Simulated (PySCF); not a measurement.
OS, charge +1, doublet, geometry from GFN2-xTB of the parent state (a state made from the parent by changing its charge; the spin is typed, not shown lowest); BLYP/pcseg-1 (PySCF).

The PySCF input:
```python
from pyscf import gto, scf, dft

mol = gto.Mole()
mol.atom = '''
    O    -0.00000000   -0.00000000   -0.97800273
    S     0.00000000    0.00000000    0.48900137
'''
mol.basis = 'pcseg-1'
mol.charge = 1
mol.spin = 1
mol.verbose = 4
mol.build()

mf = dft.UKS(mol)
mf.xc = 'blyp'
mf.kernel()
mf.analyze()
```

What the program printed (banner, timings and long lists left out):

```
PySCF version 2.14.0

[INPUT] verbose = 4
[INPUT] num. atoms = 2
[INPUT] num. electrons = 23
[INPUT] charge = 1
[INPUT] spin (= nelec alpha-beta = 2S) = 1
[INPUT] symmetry False subgroup None
[INPUT] Mole.unit = angstrom
[INPUT] Symbol           X                Y                Z      unit          X                Y                Z       unit  Magmom
[INPUT]  1 O      0.000000000000   0.000000000000  -0.978002730000 AA    0.000000000000   0.000000000000  -1.848157308777 Bohr   0.0
[INPUT]  2 S      0.000000000000   0.000000000000   0.489001370000 AA    0.000000000000   0.000000000000   0.924078663837 Bohr   0.0

nuclear repulsion = 46.1721156728601
number of shells = 6
number of NR pGTOs = 69
number of NR cGTOs = 32
basis = pcseg-1
ecp = {}

******** <class 'pyscf.dft.uks.UKS'> ********
method = UKS
initial guess = minao
damping factor = 0
level_shift factor = 0
DIIS = <class 'pyscf.scf.diis.CDIIS'>
diis_start_cycle = 1
diis_space = 8
diis_damp = 0
SCF conv_tol = 1e-09
SCF conv_tol_grad = None
SCF max_cycles = 50
direct_scf = True
direct_scf_tol = 1e-13
number electrons alpha = 12  beta = 11
XC library pyscf.dft.libxc version 7.1.2
    S. Lehtola, C. Steigemann, M. J. T. Oliveira, and M. A. L. Marques,  SoftwareX 7, 1–5 (2018)
XC functionals = blyp
    A. D. Becke,  Phys. Rev. A 38, 3098 (1988)
    C. Lee, W. Yang, and R. G. Parr,  Phys. Rev. B 37, 785 (1988)
    B. Miehlich, A. Savin, H. Stoll, and H. Preuss,  Chem. Phys. Lett. 157, 200 (1989)
radial grids:
    Treutler-Ahlrichs [JCP 102, 346 (1995); DOI:10.1063/1.469408] (M4) radial grids

becke partition: Becke, JCP 88, 2547 (1988); DOI:10.1063/1.454033
pruning grids: <function nwchem_prune>
grids dens level: 3
symmetrized grids: False
atomic radii adjust function: <function treutler_atomic_radii_adjust>
small_rho_cutoff = 0
Set gradient conv threshold to 3.16228e-05
tot grids = 32968
init E= -473.585300043327

cycle= 1 E= -472.786001777467  delta_E= 0.799  |g|= 0.566  |ddm|= 1.52
cycle= 2 E= -470.649348305997  delta_E= 2.14  |g|= 1.95  |ddm|= 2.46
cycle= 3 E= -472.942361352303  delta_E= -2.29  |g|= 0.174  |ddm|=    2
cycle= 4 E= -472.955504264213  delta_E= -0.0131  |g|= 0.0478  |ddm|= 0.18
cycle= 5 E= -472.956610217119  delta_E= -0.00111  |g|= 0.00786  |ddm|= 0.0384
cycle= 6 E= -472.956643451692  delta_E= -3.32e-05  |g|= 0.00119  |ddm|= 0.0125
cycle= 7 E= -472.956644470781  delta_E= -1.02e-06  |g|= 0.000323  |ddm|= 0.00227
cycle= 8 E= -472.956644579219  delta_E= -1.08e-07  |g|= 0.00011  |ddm|= 0.000661
cycle= 9 E= -472.956644599599  delta_E= -2.04e-08  |g|= 6.54e-05  |ddm|= 0.000401
cycle= 10 E= -472.956644602991  delta_E= -3.39e-09  |g|= 1.35e-05  |ddm|= 0.000141
cycle= 11 E= -472.956644603099  delta_E= -1.07e-10  |g|= 8.43e-07  |ddm|= 2.12e-05
Extra cycle  E= -472.956644603095  delta_E= 4.32e-12  |g|= 3.45e-06  |ddm|= 3.96e-06
converged SCF energy = -472.956644603095  <S^2> = 0.75160791  2S+1 = 2.0016073
**** SCF Summaries ****
Total Energy =                        -472.956644603094560
Nuclear Repulsion Energy =              46.172115672860080
One-electron Energy =                 -735.610197323511102
Two-electron Energy =                  216.481437047556426
Two-electron Coulomb Energy =          250.339264117761388
DFT Exchange-Correlation Energy =      -33.857827070204962
**** MO energy ****
                             alpha | beta                alpha | beta
MO #1   energy= -88.5943494499615  | -88.5904871378957  occ= 1 | 1
MO #2   energy= -19.2209682734421  | -19.2111195778925  occ= 1 | 1
MO #3   energy= -8.14947616784672  | -8.14597987649394  occ= 1 | 1
MO #4   energy= -6.18516793465346  | -6.18301467560275  occ= 1 | 1
MO #5   energy= -6.18142507984536  | -6.17930520154821  occ= 1 | 1
MO #6   energy= -6.1775938951662   | -6.16711854216991  occ= 1 | 1
MO #7   energy= -1.36074412035707  | -1.34504656383088  occ= 1 | 1
MO #8   energy= -0.947437066172539 | -0.921851303939073 occ= 1 | 1
MO #9   energy= -0.741593289274788 | -0.728632744114926 occ= 1 | 1
MO #10  energy= -0.737120822172057 | -0.727287388551812 occ= 1 | 1
MO #11  energy= -0.737088190008505 | -0.697239207653993 occ= 1 | 1
MO #12  energy= -0.542968244448554 | -0.526885892409354 occ= 1 | 0
MO #13  energy= -0.538341622371569 | -0.490659708419783 occ= 0 | 0
MO #14  energy= -0.32173643775241  | -0.310350755256563 occ= 0 | 0
MO #15  energy= -0.0317628469259618 | -0.0293681973374897 occ= 0 | 0
MO #16  energy= -0.0297131504511752 | -0.0149908154710088 occ= 0 | 0
MO #17  energy= -0.0254339747390349 | -0.0144960621375955 occ= 0 | 0
MO #18  energy= 0.0219501260784667 | 0.0260407734642891 occ= 0 | 0
MO #19  energy= 0.192350220671512  | 0.230033714826479  occ= 0 | 0
MO #20  energy= 0.195583056251064  | 0.230246135625732  occ= 0 | 0

To work with the spin densities directly, `use mulliken_meta_spin()` only printing them here.

 ** Mulliken spin pop alpha/beta on meta-lowdin orthogonal AOs **
 ** Mulliken Spin Density (per AO)  **
spin_pop of  0 O 1s       -0.00000
spin_pop of  0 O 2s        0.00366
spin_pop of  0 O 3s        0.00005
spin_pop of  0 O 2px       0.26736
spin_pop of  0 O 2py       0.09945
spin_pop of  0 O 2pz      -0.00022
spin_pop of  0 O 3px       0.00136
spin_pop of  0 O 3py       0.00064
spin_pop of  0 O 3pz       0.00029
spin_pop of  0 O 3dxy     -0.00003
spin_pop of  0 O 3dyz     -0.00007
spin_pop of  0 O 3dz^2    -0.00005
spin_pop of  0 O 3dxz     -0.00007
spin_pop of  0 O 3dx2-y2   -0.00001
spin_pop of  1 S 1s        0.00000
spin_pop of  1 S 2s        0.00000
spin_pop of  1 S 3s        0.00343
spin_pop of  1 S 4s        0.00017
spin_pop of  1 S 2px       0.00006
spin_pop of  1 S 2py       0.00002
spin_pop of  1 S 2pz      -0.00000
spin_pop of  1 S 3px       0.45561
spin_pop of  1 S 3py       0.16721
spin_pop of  1 S 3pz      -0.00726
spin_pop of  1 S 4px       0.00362
spin_pop of  1 S 4py       0.00158
spin_pop of  1 S 4pz       0.00020
spin_pop of  1 S 3dxy     -0.00036
spin_pop of  1 S 3dyz      0.00063
spin_pop of  1 S 3dz^2     0.00024
spin_pop of  1 S 3dxz      0.00260
spin_pop of  1 S 3dx2-y2   -0.00010
 ** Mulliken Spin Density (per atom)  **
spin density of  0 O =      0.37235
spin density of  1 S =      0.62765
 ** Mulliken pop alpha/beta on meta-lowdin orthogonal AOs **
 ** Mulliken pop       alpha | beta **
pop of  0 O 1s        0.99997 | 0.99997
pop of  0 O 2s        0.91364 | 0.90999
pop of  0 O 3s        0.00167 | 0.00162
pop of  0 O 2px       0.88535 | 0.61798
pop of  0 O 2py       0.71372 | 0.61427
pop of  0 O 2pz       0.73022 | 0.73044
pop of  0 O 3px       0.00166 | 0.00030
pop of  0 O 3py       0.00107 | 0.00043
pop of  0 O 3pz       0.00255 | 0.00227
pop of  0 O 3dxy      0.00000 | 0.00003
pop of  0 O 3dyz      0.00215 | 0.00222
pop of  0 O 3dz^2     0.00523 | 0.00528
pop of  0 O 3dxz      0.00219 | 0.00225
pop of  0 O 3dx2-y2    0.00000 | 0.00001
pop of  1 S 1s        1.00000 | 1.00000
pop of  1 S 2s        0.99992 | 0.99992
pop of  1 S 3s        0.91308 | 0.90965
pop of  1 S 4s        0.00729 | 0.00713
pop of  1 S 2px       0.99996 | 0.99991
pop of  1 S 2py       0.99992 | 0.99990
pop of  1 S 2pz       0.99994 | 0.99994
pop of  1 S 3px       0.82141 | 0.36580
pop of  1 S 3py       0.53636 | 0.36915
pop of  1 S 3pz       0.40178 | 0.40904
pop of  1 S 4px       0.01032 | 0.00669
pop of  1 S 4py       0.00887 | 0.00729
pop of  1 S 4pz       0.01758 | 0.01737
pop of  1 S 3dxy      0.00001 | 0.00037
pop of  1 S 3dyz      0.00736 | 0.00673
pop of  1 S 3dz^2     0.00711 | 0.00687
pop of  1 S 3dxz      0.00966 | 0.00706
pop of  1 S 3dx2-y2    0.00000 | 0.00010
In total            12.00000 | 11.00000
 ** Mulliken atomic charges   ( Nelec_alpha | Nelec_beta ) **
charge of  0O =     -0.14649  (     4.25942      3.88707 )
charge of  1S =      1.14649  (     7.74058      7.11293 )

WARN: System has nonzero charge 1; the dipole moment is origin-dependent.
Location of origin: [0. 0. 0.]

Dipole moment(X, Y, Z, Debye):  0.00000,  0.00000,  2.22427
```
